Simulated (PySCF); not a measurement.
## Stretching SH

Set-up: H pcseg-1, S pcseg-1; no relativity (PySCF 2.14). Energies in eV from H + S in their ground configurations at the same level. State: ²Π (doublet), unpaired electrons π ↑.

```
R (Å)  LC-ωPBE  UHF-CCSD(T)  UHF-MP2  PBEsol
1.166   -2.950                -2.675  -3.142
1.220   -3.307       -3.095   -3.023  -3.523
1.275   -3.510       -3.297   -3.217  -3.752
1.315   -3.581       -3.370   -3.283  -3.845
1.356   -3.598       -3.390   -3.294  -3.884
1.397   -3.568       -3.366   -3.262  -3.879
1.451   -3.474       -3.282   -3.164  -3.818
1.519   -3.287       -3.115   -2.977  -3.677
1.600   -2.995       -2.856   -2.689  -3.443
1.709   -2.537                -2.231  -3.066
```

Task: Put a parabola through the three lowest points of the LC-ωPBE curve and estimate Re, k and ωe (reduced mass 0.977 u; 1 eV/Å² = 0.16022 mdyn/Å; ωe = 1302.8·√(k/μ) cm⁻¹).

Result: Through R = 1.315, 1.356, 1.397 Å the second-order coefficient is 14.0 eV/Å², so Re ≈ 1.350 Å, k ≈ 4.48 mdyn/Å and ωe ≈ 2790 cm⁻¹. A polynomial fit of higher order to the unrounded LC-ωPBE energies gives Re = 1.349 Å, k = 4.53 mdyn/Å, ωe = 2805 cm⁻¹; anharmonicity and rounding make the difference.

The higher-order fit for each curve: LC-ωPBE: Re = 1.349 Å, ωe = 2805 cm⁻¹, De = 3.60 eV; UHF-CCSD(T): Re = 1.352 Å, ωe = 2718 cm⁻¹, De = 3.39 eV; UHF-MP2: Re = 1.345 Å, ωe = 2801 cm⁻¹, De = 3.30 eV; PBEsol: Re = 1.371 Å, ωe = 2614 cm⁻¹, De = 3.89 eV.

Correlated steps freeze 5 core orbitals. Correlated levels converge slowly with the basis: in double zeta they bind strong bonds too weakly, by up to about 1 eV, and carry superposition errors of some tenths. The state is the lowest determinant that a PBE0 search found; another state may lie lower at other levels.
